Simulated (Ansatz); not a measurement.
# How far each method lies from full CI for [H···H···SiH₃], doublet

Geometry: a point of a hydrogen-transfer path between rigid fragments, not a stationary point.

```xyz
6

H    -2.4329    0.0000    0.0000
H    -1.5449    0.0000    0.0000
Si    0.0851    0.0000    0.0000
H     0.5351   -1.4163    0.0000
H     0.5351    0.7081   -1.2265
H     0.5351    0.7081    1.2265
```

Basis 6-31G; Ansatz 0.2.0. Only valence electrons are correlated (noble-gas cores frozen), which leaves 9 electrons in 18 orbitals. Prefix R: restricted or restricted open-shell reference; prefix U: unrestricted. Active spaces: pair = (3e, 3o) about the gap; valence = (9e, 9o) chosen from the atoms' valence shells.

Full CI is exact within this basis and frozen core; it isn't the basis-set limit. The frozen core follows each run's orbitals, which can shift R against U totals by a few meV.

For open shells CISD is restricted-active-space CI with the open shells as a complete middle space.

```
UHF ⟨S²⟩                          : 0.776
T1 diagnostic (RCCSD)             : 0.0203
largest doubles amplitude (RCCSD) : 0.049
T1 diagnostic (UCCSD)             : 0.0125
```

```csv
level,E − E(RHF) (eV)
UHF,-0.1895
RMP2,-1.9873
UMP2,-1.9954
RCCSD,-2.7311
UCCSD,-2.7322
RCCSD(T),-2.7601
UCCSD(T),-2.7598
```

Estimate how far full CI in 6-31G lies from RCCSD(T). The table doesn't fix it; the size of (T) and the diagnostics are the guide.

Full CI in 6-31G lies 1.1 kJ/mol below RCCSD(T), which is 41 % of the (T) step (-2.8 kJ/mol). The diagnostics give no warning, yet the rest is a sizeable part of (T).

The other levels:

```
                   level  E − E(full CI) (kJ/mol)  share of correlation (%)  wall time
                    CISD                     15.8                     94.10      0.3 s
                 BCCD(T)                      1.1                     99.57     0.42 s
                  RCCSDT                      0.1                     99.95          –
                  UCCSDT                      0.1                     99.95          –
               RCCSDT(Q)                      0.0                     99.99      2.3 s
               UCCSDT(Q)                      0.0                     99.99        2 s
                 RCCSDTQ                      0.0                    100.00       25 s
     CASSCF (pair space)                    209.3                     21.76          –
     NEVPT2 (pair space)                     60.2                     77.51     0.24 s
  CASSCF (valence space)                     75.0                     71.94          –
  NEVPT2 (valence space)                     20.7                     92.28      1.9 s
  MRCISD (valence space)                      2.5                     99.06          –
MRCISD+Q (valence space)                      1.2                     99.54      3.3 s
```

The correlation energy at full CI, counted from RHF, is -2.772 eV. That run took 75 s on 1 thread of Intel Xeon Platinum 8488C, shared host over 13,106,016 determinants.

Times hold each run's SCF and search for its determinant on a shared host, so for small cases they say little of a method's own cost; they ran on 1 thread of Intel Xeon Platinum 8488C.

The full-CI state has the irrep A' of Cs, in the program's axes (one component, if the state is degenerate).

Natural occupations of full CI about the gap: 1.977 1.964 1.963 1.963 0.997 0.031 0.028 0.025 0.025 0.005; effectively unpaired electrons, Σ n²(2−n)², 1.03.
